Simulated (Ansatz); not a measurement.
One element changed: vertical ionisation energies of H$_{2}$B–F, H2Al–F

Ansatz 0.2.0, basis cc-pVDZ; geometries are PBE0/def2-TZVP minima. Wave-function levels freeze the cores; HF, MP2 and coupled cluster are restricted for singlets and unrestricted otherwise. The reference is CCSDT(Q) (coupled cluster only where its series has nearly closed). An error is the level's value less the reference. None of these values is a measured one. Energies are electronic, without zero-point terms. The set is small: such energies can lie up to about 0.3 eV from the limit, spin gaps mostly less, so near ties and functionals' places can change in larger sets. No spin–orbit coupling and no scalar relativity. The species are chosen: bound, without strong static correlation by their natural occupations or amplitudes, in their lowest spin state as far as vertical gaps and like structures tell, with only the lowest ion state computed, and with a ladder that closes on the reference, so errors are smaller than for species at large; levels whose determinant breaks symmetry or spin markedly are left out.

| species | bonds (Å) | quantity | symmetry of the states | reference | value (eV) | error HF | error MP2 | error CCSD | error CCSD(T) | error CCSDT |
| --- | --- | --- | --- | --- | --- | --- | --- | --- | --- | --- |
| H2B–F, singlet | B–F 1.317, B–H 1.197, angles at B 118/124° | vertical ionisation to the doublet | A1 / B2 | CCSDT(Q) | 12.464 | -0.176 | -0.003 | 0.090 | 0.017 | 0.007 |
| H2Al–F, singlet | F–Al 1.650, Al–H 1.576, angles at Al 117/126° | vertical ionisation to the doublet | A1 / B2 | CCSDT(Q) | 11.536 | -0.406 | 0.040 | 0.053 | 0.013 | 0.004 |

The reference falls from B to Al, by 0.928 eV in all.
